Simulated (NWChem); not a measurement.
A calculation on carbon tetrachloride (CCl$_{4}$)

SMILES: ClC(Cl)(Cl)Cl
```xyz
5

Cl     1.4595     0.0000    -1.0320
C      0.0000     0.0000     0.0000
Cl    -1.4595     0.0000    -1.0320
Cl     0.0000    -1.4595     1.0320
Cl     0.0000     1.4595     1.0320
```
Charge 0, spin multiplicity 1.

All runs are NWChem calculations. The geometry was optimised at B3LYP/def2-SVP, a minimum by its harmonic frequencies.

Symmetry labels belong to the abelian group C2v used in the runs, with the axes of the coordinates shown; states degenerate in a higher group split over its labels.

List the lowest 6 singlet excitations that TD-PBE/def2-SVP gives, with oscillator strengths.


```
state  symmetry  energy (eV)  wavelength (nm)      f
-----  --------  -----------  ---------------  -----
1            a2         5.42              229  0.000
2            b1         5.42              229  0.000
3            b2         5.42              229  0.000
4            b2         6.33              196  0.001
5            a1         6.33              196  0.001
6            b1         6.33              196  0.001
```
